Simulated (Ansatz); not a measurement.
Species: AlF₃, SMILES `[F][Al]([F])[F]` (charge 0, multiplicity 1), formula AlF₃.

**Question.** How many basis functions does frozen-core CCSD(T)/def2-TZVPP // B3LYP-D3(BJ)/def2-TZVP in Ansatz (an electronic-structure program) use, how many core orbitals are frozen, and how many electrons are correlated?

**Answer.** 135 basis functions and 8 frozen orbitals, which leaves 24 correlated electrons. Core time is of the order of seconds.
